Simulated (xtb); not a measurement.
CH2O, SMILES O=C. All values are semi-empirical tight-binding results from xtb (GFN2-xTB unless named), good for trends rather than for accurate numbers. Geometry: GFN2-xTB.

Optimised geometry:

```xyz
4

C     -0.5213    -0.0061     0.0000
O      0.6708     0.0015     0.0000
H     -1.1191     0.0122     0.9268
H     -1.1191     0.0122    -0.9268
```
Charge 0, spin multiplicity 1.

Computed properties:
| Item | Value |
|---|---|
| point group as xtb finds it | C2v |
| orbital gap | 3.62 eV |
| dipole moment | 2.34 D |
| zero-point energy | 16.0 kcal/mol |
| G − E(el) at 298.15 K (modified RRHO) | 2.9 kcal/mol |
| static polarisability (D4 model) | 18.8 bohr³ |
| solvation energy, GFN2-xTB/ALPB(water) | -0.7 kcal/mol |
| solvation energy, GFN2-xTB/ALPB(ch2cl2) | -2.1 kcal/mol |

Question: Give the IR lines (harmonic; lines under 4 % of the strongest left out, lines within 3 cm⁻¹ merged). (The exact figures need the calculation; the answer reports its results.)

Answer: ν (cm⁻¹): 1203 (m), 1806 (vs), 2793 (s), 2839 (s) (against the strongest line: vs over 80 %, s over 45 %, m over 15 %, w over 4 %, vw less)

Question: Give the atomic charges and the Wiberg bond orders between heavy atoms. (The exact figures need the calculation; the answer reports its results.)

Answer: charges (e) C1 0.18, O2 -0.27, H3 0.04, H4 0.04. Bond orders C1–O2 2.02.
